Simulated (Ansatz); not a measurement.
# BF: vertical and adiabatic energies of changing the electron count

Computed with the Python package of Ansatz (0.2.0).

Typed at the interpreter:
```pycon
>>> import itertools
>>> import ansatz
>>> from ase.data import atomic_numbers, covalent_radii
>>> import numpy as np
>>> GEOMETRY = '''
... B     0.00000    0.00000    0.00000
... F     0.00000    0.00000    1.43000
... '''
>>> geometry = ansatz.Crystal.molecule()
>>> for line in GEOMETRY.strip().splitlines():
...     symbol, *xyz = line.split()
...     geometry = geometry.atom(symbol, [float(v) for v in xyz])
...
>>> base = (
...     geometry.calculation()
...     .basis(gaussian='def2-TZVP')
...     .functional('B3LYP')
...     .accuracy('medium')
... )
>>> symbols = [site.symbol for site in geometry.cartesian_sites]
>>> start = np.array([site.position_ang for site in geometry.cartesian_sites], dtype=float)
>>> report = base.relax(force_tolerance=0.01, max_steps=100).run().report

>>> end = np.array(report['positions_ang'])
>>> minimum = ansatz.Crystal.molecule()
>>> for symbol, place in zip(symbols, end):
...     minimum = minimum.atom(symbol, place.tolist())
...
>>> ion = minimum.calculation()
>>> ion = ion.basis(gaussian='def2-TZVP')
>>> ion = ion.functional('B3LYP')
>>> ion = ion.accuracy('medium')
>>> ion = ion.charge(1)
>>> ion = ion.spin('collinear', total=1)
>>> vertical = ion.run().report
>>> settled = ion.relax(force_tolerance=0.01, max_steps=80).run().report
>>> print(f'vertical ionisation energy   {vertical["free_energy_ev"] - report["free_energy_ev"]:.3f} eV')
vertical ionisation energy   11.093 eV
>>> print(f'adiabatic, no zero point     {settled["free_energy_ev"] - report["free_energy_ev"]:.3f} eV')
adiabatic, no zero point     11.011 eV
>>> print(f'relaxation energy of the ion {vertical["free_energy_ev"] - settled["free_energy_ev"]:.3f} eV')
relaxation energy of the ion 0.082 eV
>>> ionised = np.array(settled['positions_ang'])
>>> # pairs closer than 1.2 times the sum of covalent radii, before or after
>>> radius = [covalent_radii[atomic_numbers[s]] for s in symbols]
>>> span = lambda where, i, j: np.linalg.norm(where[i] - where[j])
>>> bonded = [(i, j) for i, j in itertools.combinations(range(len(symbols)), 2) if min(span(end, i, j), span(ionised, i, j)) < 1.2 * (radius[i] + radius[j])]
>>> print('pair        before    after (A)')
pair        before    after (A)
>>> for i, j in bonded:
...     print(f'{symbols[i]}{i}-{symbols[j]}{j}'.ljust(10), f'{span(end, i, j):8.4f} {span(ionised, i, j):8.4f}')
...
B0-F1        1.2649   1.2149
```

Caveats:
- The settings weren't tested for convergence.
- The energies are electronic: no zero-point or thermal terms, and the basis set is short of its limit. The product may relax into another structure. The relaxation finds the nearest minimum, so the adiabatic value is an upper bound.
- b3lyp holds the VWN-RPA fit, as in Gaussian; the form of ORCA and Turbomole is b3lyp5.
- The spin state was assumed, and another may lie lower.
- Run time: 8.4 s on 1 thread of Arm Neoverse V1 (shared host), peak memory 0.17 GiB.

(Lines on the test bed's own set-up are left out of the output.)
